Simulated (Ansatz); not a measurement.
# NHCl (quartet): from Hartree-Fock to the top rungs at distance Cl1–H2 along a hydrogen transfer = 1.279 Å, cc-pVDZ

How much of the correlation energy of NHCl (quartet) does each wave-function method recover here?

Computed with Ansatz 0.2.0, Gaussian basis. Level: cc-pVDZ, core rule «outside noble gas», up to 6 orbitals frozen.

The runs, in order: UHF; CCSD(T) on ROHF; CCSD(T) on UHF; BCCD(T) on ROHF; CISD; CCSDT(Q) on ROHF; CCSDT(Q) on UHF; CCSDTQ on ROHF; CASSCF and MRCISD+Q, 5 electrons in 5 orbitals; CASSCF and NEVPT2, 5 electrons in 5 orbitals; CASSCF and MRCISD+Q, 13 electrons in 9 orbitals; CASSCF and MRCISD+Q(relaxed), 13 electrons in 9 orbitals; CASSCF and NEVPT2, 13 electrons in 9 orbitals.

## (1) The system

The geometry derives from fragments relaxed apart (PBE0/def2-TZVP) and kept rigid, so it is no stationary point. A hydrogen atom is moved between rigid fragments.

3 atoms, charge 0, spin multiplicity 4.

Atoms are counted from 1 here; the program's logs count them from 0.

Bond lengths: Cl1–H2 1.279 Å.

As a file:

```
Cl    0.0000    0.0000   -1.3043
H     0.0000    0.0000   -0.0255
N     0.0000    0.0000    1.3297
```

## (2) UHF

in.yaml

```yaml
crystal:
  periodic: [false, false, false]
  atoms:
    - {symbol: Cl, position_ang: [0.000000, 0.000000, -1.304267]}
    - {symbol: H, position_ang: [0.000000, 0.000000, -0.025467]}
    - {symbol: N, position_ang: [0.000000, 0.000000, 1.329733]}
basis:
  gaussian: {orbitals: cc-pVDZ}
magnetization: {spin_polarized: true, initial_magnetization: 3}
hamiltonian: {xc: hf}
output: {orbitals: {seedname: orbitals}}
```

Run with:

```sh
$ ansatz run in.yaml --threads 1 --pin off --events-out ev --progress --plain --max-ram 2560MiB --backend cpu
```

Further steps of the session: CCSD(T) on ROHF; CCSD(T) on UHF; BCCD(T) on ROHF; CISD; CCSDT(Q) on ROHF; CCSDT(Q) on UHF; CCSDTQ on ROHF; CASSCF and MRCISD+Q, 5 electrons in 5 orbitals; CASSCF and NEVPT2, 5 electrons in 5 orbitals; CASSCF and MRCISD+Q, 13 electrons in 9 orbitals; CASSCF and MRCISD+Q(relaxed), 13 electrons in 9 orbitals; CASSCF and NEVPT2, 13 electrons in 9 orbitals.

Q: Predict the results of all the runs planned. Wanted: RCCSDTQ below the RHF energy; RMP2 from RCCSDTQ; UMP2 from RCCSDTQ; RCCSD from RCCSDTQ; RCCSD(T) from RCCSDTQ; UCCSD(T) from RCCSDTQ; RCCSDT(Q) from RCCSDTQ; UCCSDT(Q) from RCCSDTQ; NEVPT2 pair from RCCSDTQ.

The runs gave:

```
                         quantity                                                                                                                          value
     RCCSDTQ below the RHF energy                                                                                                                     -7.3350 eV
                RMP2 from RCCSDTQ                                                                                                                    +1021.6 meV
                UMP2 from RCCSDTQ                                                                                                                     +995.8 meV
               RCCSD from RCCSDTQ                                                                                                                     +142.2 meV
            RCCSD(T) from RCCSDTQ                                                                                                                      +24.8 meV
            UCCSD(T) from RCCSDTQ                                                                                                                      +22.7 meV
           RCCSDT(Q) from RCCSDTQ                                                                                                                       +0.6 meV
           UCCSDT(Q) from RCCSDTQ                                                                                                                       -1.5 meV
         NEVPT2 pair from RCCSDTQ                                                                                                                    +1007.3 meV
       MRCISD+Q pair from RCCSDTQ                                                                                                                      +23.2 meV
      NEVPT2 valence from RCCSDTQ                                                                                                                    +1367.8 meV
levels within 1 kcal/mol (43 meV)  RCCSD(T), UCCSD(T), BCCD(T), RCCSDT, UCCSDT, RCCSDT(Q), UCCSDT(Q), MRCISD+Q pair, MRCISD+Q valence, MRCISD+Q(relaxed) valence
                    T1 diagnostic                                                                                                                          0.019
   effectively unpaired electrons                                                                                                                           3.00
```

What this shows: RCCSD(T) lands +24.8 meV from the yardstick (0.3 % of the correlation energy). One determinant dominates. Of the multireference levels listed MRCISD+Q(relaxed) valence comes nearest in total energy (-4.9 meV), which doesn't show that its space is the better one. These misses are within one basis, not against nature; the frozen cores of restricted and unrestricted runs differ, which can shift their rows.
